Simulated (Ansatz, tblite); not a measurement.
**BH2(CH2SiH3) (CH7BSi): rung by rung**

An exercise on one series of results from a longer session: the logs are not shown, and one member is left open.

Method: as each input shows; program: Ansatz 0.2.0, Gaussian basis.

Levels to be run: GFN1-xTB, GFN2-xTB, PBE-D4/def2-TZVP, r2SCAN-D4/def2-TZVP, r2SCAN0-D4/def2-TZVP, CAM-B3LYP-D4/def2-TZVP, B3LYP-D4/def2-TZVP, LC-ωPBE/def2-TZVP, B2PLYP/def2-TZVP, BHLYP-D4/def2-TZVP, BLYP-D4/def2-TZVP, PBE-D4/def2-SVP, PBE0-D4/def2-SVP, HF/6-31G, B3LYP-D4/6-31G, PBE0-D4/def2-TZVPD, PBE-D4/def2-TZVPD, r2SCAN-D4/def2-TZVPD, CCSD(T)/def2-TZVPP, MP2/def2-TZVP, RPA/def2-TZVP, CCSD(T)/def2-TZVPD.

### The geometry

The geometry is that of the singlet, from an earlier relaxation (PBE0-D4/def2-TZVP).

10 atoms, charge 0, spin multiplicity 1.

Bond lengths: B1–H2 1.198 Å, B1–H3 1.198 Å, B1–C4 1.533 Å, C4–Si5 1.896 Å, C4–H6 1.095 Å, C4–H7 1.095 Å, Si5–H8 1.486 Å, Si5–H9 1.486 Å, Si5–H10 1.486 Å. Angles: H2–B1–H3 118.7°, H2–B1–C4 120.6°, H3–B1–C4 120.6°, B1–C4–Si5 106.8°, B1–C4–H6 114.9°, B1–C4–H7 114.9°, Si5–C4–H6 104.2°, Si5–C4–H7 104.2°, H6–C4–H7 110.5°, C4–Si5–H8 110.9°, C4–Si5–H9 110.9°, C4–Si5–H10 108.7°, H8–Si5–H9 108.8°, H8–Si5–H10 108.7°, H9–Si5–H10 108.7°.

PBE0-D4/def2-TZVP was run before; its log isn't repeated, and its numbers join the tables.

The first run:

Tight binding, by tblite at 300 K electronic temperature and without a spin-polarisation term:

```python
tblite.interface.Calculator('GFN1-xTB', numbers, positions, charge=0, uhf=0).singlepoint()
```

Tight binding, by tblite at 300 K electronic temperature and without a spin-polarisation term:

```python
tblite.interface.Calculator('GFN2-xTB', numbers, positions, charge=0, uhf=0).singlepoint()
```

start.molden holds the orbitals of an earlier run on this state, given as this run's starting guess.

File in.yaml:

```yaml
crystal:
  periodic: [false, false, false]
  atoms:
    - {symbol: B, position_ang: [0.713869, 1.189706, -0.651518]}
    - {symbol: H, position_ang: [1.903573, 1.202605, -0.507553]}
    - {symbol: H, position_ang: [0.115987, 2.226933, -0.596947]}
    - {symbol: C, position_ang: [-0.037848, -0.136284, -0.813610]}
    - {symbol: Si, position_ang: [-0.468895, -0.737856, 0.932369]}
    - {symbol: H, position_ang: [-1.005893, -0.058606, -1.318388]}
    - {symbol: H, position_ang: [0.553543, -0.952086, -1.241030]}
    - {symbol: H, position_ang: [0.760908, -0.955431, 1.737443]}
    - {symbol: H, position_ang: [-1.332177, 0.246501, 1.635011]}
    - {symbol: H, position_ang: [-1.203067, -2.025481, 0.824243]}
basis:
  gaussian: {orbitals: def2-TZVP, initial_orbitals: start.molden}
hamiltonian: {xc: pbe, dispersion: d4}
scf: {omitted_lower_state_checks: [starts]}
output: {orbitals: {seedname: orbitals}}
```

The run is started by

```sh
$ ansatz run in.yaml --threads 4 --pin off --events-out ev --progress --plain --max-ram 3916MiB
```

Steps of the session up to this table: PBE-D4/def2-TZVP; r2SCAN-D4/def2-TZVP; r2SCAN0-D4/def2-TZVP; CAM-B3LYP-D4/def2-TZVP; B3LYP-D4/def2-TZVP; LC-ωPBE/def2-TZVP; B2PLYP/def2-TZVP; BHLYP-D4/def2-TZVP; BLYP-D4/def2-TZVP; PBE-D4/def2-SVP; PBE0-D4/def2-SVP; HF/6-31G; B3LYP-D4/6-31G; PBE0-D4/def2-TZVPD; PBE-D4/def2-TZVPD; r2SCAN-D4/def2-TZVPD; CCSD(T)/def2-TZVPP; MP2/def2-TZVP; RPA/def2-TZVP; CCSD(T)/def2-TZVPD.

One of the session's tables, all rows but one given; the rest of the session is left out.

| level | HOMO (eV) | gap (eV) |
| --- | --- | --- |
| HF/6-31G | -11.96 | 14.69 |
| PBE-D4/def2-SVP | ? | ? |
| PBE-D4/def2-TZVP | -7.67 | 5.33 |
| PBE-D4/def2-TZVPD | -7.67 | 5.31 |
| BLYP-D4/def2-TZVP | -7.63 | 5.44 |
| r2SCAN-D4/def2-TZVP | -8.01 | 6.04 |
| r2SCAN-D4/def2-TZVPD | -8.00 | 6.04 |
| B3LYP-D4/6-31G | -8.70 | 7.56 |
| B3LYP-D4/def2-TZVP | -8.82 | 7.24 |
| PBE0-D4/def2-SVP | -9.03 | 7.76 |
| PBE0-D4/def2-TZVP | -9.05 | 7.68 |
| PBE0-D4/def2-TZVPD | -9.05 | 7.66 |
| r2SCAN0-D4/def2-TZVP | -9.23 | 8.09 |
| BHLYP-D4/def2-TZVP | -10.21 | 9.86 |
| CAM-B3LYP-D4/def2-TZVP | -10.42 | 10.13 |
| LC-ωPBE/def2-TZVP | -11.81 | 12.70 |

**Question.** Estimate the row for PBE-D4/def2-SVP.

The run gave: HOMO (eV): -7.57; gap (eV): 5.32. In the column «HOMO (eV)» it is the highest.
